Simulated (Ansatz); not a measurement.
Predict the output of the script below (Ansatz 0.2.0 through its Python package).

`al2h4_torsion.py`:
```python
"""Rigid torsion scan of Al2H4."""

import ansatz as az
from ase import Atoms


def main() -> None:
    atoms = Atoms(["Al", "Al", "H", "H", "H", "H"], positions=[
        (-0.6159, -1.1018, -0.1009),
        (0.6454, 1.0417, 0.1049),
        (-2.1131, -1.1907, 0.5996),
        (-0.017, -2.2593, -0.9826),
        (2.0671, 1.1727, -0.638),
        (0.0756, 2.2735, 0.9707),
    ])

    # start the scan from a relaxed geometry
    first = (
        az.Crystal.molecule_from_ase(atoms).calculation()
        .basis(gaussian="6-31G*")
        .functional("R2SCAN0")
        .relax(force_tolerance=0.02, max_steps=80)
    )
    atoms.positions = first.run().report["positions_ang"]

    start = atoms.get_dihedral(2, 0, 1, 4)
    energies = {}
    for turn in range(0, 360, 40):
        turned = atoms.copy()
        turned.set_dihedral(2, 0, 1, 4, start + turn, indices=[1, 4, 5])
        setup = az.Crystal.molecule_from_ase(turned).calculation()
        setup = setup.basis(gaussian="6-31G*").functional("R2SCAN0")
        energies[round((start + turn) % 360)] = setup.run().report["free_energy_ev"]
    floor = min(energies.values())
    print("dihedral H2-Al0-Al1-H4 (deg)   E - E(min) (kcal/mol)")
    for angle, e in sorted(energies.items()):
        print(f"{angle:8d} {23.060548 * (e - floor):14.3f}  " + "#" * int(30 * (e - floor) / max(max(energies.values()) - floor, 1e-9)))


if __name__ == "__main__":
    main()
```

```console
$ python al2h4_torsion.py
dihedral H2-Al0-Al1-H4 (deg)   E - E(min) (kcal/mol)
      25          1.690  ########################
      65          0.341  ####
     105          0.121  #
     145          1.373  ###################
     185          2.068  ##############################
     225          1.003  ##############
     265          0.000
     305          0.656  #########
     345          1.940  ############################
```

The scan is rigid and the energies are electronic, in a modest basis. With rigid groups the curve can differ much from the relaxed path, the start wasn't checked as a minimum of this torsion, and equivalent turns needn't return to the same energy. Finished in 57 s on 1 thread of Arm Neoverse V1 (shared host), peak memory 0.19 GiB.
